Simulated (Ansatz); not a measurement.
For tetragonal perovskite BaTiO₃ (room-temperature form, which distorts further on cooling), BLYP (PAW; Ansatz, a first-principles code) gives:

| Property | Result |
|---|---|
| equilibrium lattice constant a | 3.969 Å |
| c axis length | 4.571 Å |
| band gap | 1.85 eV |

Question: What does B3LYP (VWN-RPA form) in Ansatz (plane waves, PAW) give for the same quantities?

Answer: 
- lattice constant a: 3.961 Å (shrinks by 0.2 %)
- lattice parameter c: 4.339 Å (decreases by 5.1 %)
- band gap: 3.65 eV (grows by 1.80 eV)

For comparison: lattice constant a 3.994 Å (measured, 300 K, no zero-point or thermal correction; as tabulated in Wikipedia's data pages); lattice parameter c 4.034 Å (measured, 300 K, no zero-point or thermal correction; as tabulated in Wikipedia's data pages).

Changes are worked out from the printed values.

Unless a cell is named, each level is at its own relaxed cell (BLYP 14.40, B3LYP (VWN-RPA form) 13.61 Å³/atom).

Levels without +SOC have no spin–orbit coupling; where heavier elements are present it shifts gaps, mostly down, and can invert bands. Density-functional gaps are differences of (generalised) Kohn–Sham levels.

Caveats: the cell is over a tenth larger than the published one: the level's own overestimate first of all, though another phase or state, or a fault of the published cell, is possible (BLYP); the relaxation could not lower the start's symmetry, so the cell can be a saddle point above a distorted one (BLYP, B3LYP (VWN-RPA form)). Ansatz's density-functional and Hartree–Fock values are scalar-relativistic unless marked +SOC, with PAW data made under PBE.
